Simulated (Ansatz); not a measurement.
Task: an active-space calculation of ClF, with the Python package of Ansatz (0.2.0). Give the script and its output. Use (for the species named): Hartree-Fock, 6-31G* basis, multiplicity 1.

```xyz
2

F     0.8143    0.0000    0.0000
Cl   -0.8143    0.0000    0.0000
```

`cas_clf.py`:
```python
import warnings

import ansatz as az


def main() -> None:
    warnings.simplefilter("ignore", az.DeckWarning)

    geometry = (
        az.Crystal.molecule()
        .atom("F", (0.8143, 0.0, 0.0))
        .atom("Cl", (-0.8143, 0.0, 0.0))
    )

    base = (
        geometry.calculation()
        .basis(gaussian="6-31G*")
        .correlation(active_electrons=4, active_orbitals=4)
    )
    for method in [None, "sc_nevpt2", "fic_mrcisd_q"]:
        report = (base if method is None else base.correlation(method)).run(threads=1).report
        space = report["configurations"]
        state = space["states"][0]
        print(method or "casscf", f"total {report['free_energy_ev'] / 27.211386246:.6f} Ha, active-space state {state['energy']['hartree']:.6f} Ha, mean field {report['reference_energy_ev'] / 27.211386246:.6f} Ha")
        print("  determinants", state["n_determinants"], " natural occupations", [round(n, 3) for n in space["natural_occupations"]])


if __name__ == "__main__":
    main()
```

```console
$ python cas_clf.py
casscf total -558.880960 Ha, active-space state -558.880960 Ha, mean field -558.819344 Ha
  determinants 36  natural occupations [1.987, 1.952, 0.048, 0.012]
RunWarning: the results are in doubt because another end's mean lies 0.992 eV lower, and its corrected mean 0.211 eV higher
sc_nevpt2 total -559.124088 Ha, active-space state -558.844505 Ha, mean field -558.819344 Ha
  determinants 12  natural occupations [1.99, 1.99, 0.01, 0.01]
fic_mrcisd_q total -559.148400 Ha, active-space state -558.880957 Ha, mean field -558.819344 Ha
  determinants 20  natural occupations [1.987, 1.952, 0.048, 0.012]
```
(Warnings from the package without file and line.)

Reading the output:
- The settings weren't tested for convergence.
- The geometry is a force-field or estimated start, not a minimum of this method, and the basis set is short of its limit. The active space starts as a window about the frontier orbitals and is then optimised, not chosen by chemistry.
- A lower CASSCF solution was found and passed over, so the printed active-space state isn't the lowest.
- The script silences the warnings on its input, which a real study should read.
- Wall time of the script: 3.4 s on 1 thread of Arm Neoverse V2, with other jobs on the host, peak memory 0.17 GiB.

(Lines on the test bed's own set-up are left out of the output.)
